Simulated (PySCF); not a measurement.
Gas-phase reaction: 3 C2H4 + 4 SiH3 ⇌ 3 ethylsilane + Si. Level: ωB97M-V/def2-TZVP†; standard pressure 1 bar.

Energies from PySCF, thermal terms from the rigid-rotor harmonic-oscillator model, ideal gas at 1 bar. † marks an energy on the PBE0/def2-TZVP geometry and frequencies. Open shells (unrestricted): SiH3 (multiplicity 2), Si (multiplicity 3, electronic degeneracy 9); the rest are closed-shell singlets. Spin-orbit splitting is ignored; it lowers the true energy and changes the entropy of Si. The harmonic model lacks anharmonicity and excited electronic states, which grow with temperature; levels with a mode under 35 cm⁻¹ are left out. Internal rotation in ethylsilane is treated as a harmonic vibration of one conformer, which makes the entropy rough.

| T (K) | 1000/T (1/K) | log10 K |
|---|---|---|
| 500 | 2.0000 | 40.90 |
| 600 | 1.6667 | 30.10 |
| 800 | 1.2500 | ? |
| 1000 | 1.0000 | 8.72 |
| 1200 | 0.8333 | 3.49 |
| 1400 | 0.7143 | -0.18 |

Task: Fit log10 K = a + b·(1000/T) to the five rows, get the mean ΔH° and ΔS°, and predict log10 K at 800 K.

Result: Means: 1000/T = 1.2429, log10 K = 16.606. Sums of products about the means: Sxy = 40.27265, Sxx = 1.258997, so b = Sxy/Sxx = 31.99 and a = 16.606 − (31.99)×1.2429 = -23.15.
ΔH° = −R ln 10 × 1000 K × b = −19.145 × (31.99) = -612 kJ; ΔS° = R ln 10 × a = -443 J/K. The run's own values go from -622 kJ and -460 J/K at 500 K to -585 kJ and -421 J/K at 1400 K.
Prediction at 800 K: -23.15 + (31.99)×1.2500 = 16.84. The computed value is 16.68, 0.16 from the line.
For scale, ΔH°(298 K) is -622 kJ at this level, -628 kJ at ωB97X-V/def2-TZVP†, and runs from -691 to -455 kJ over the 20 levels computed.
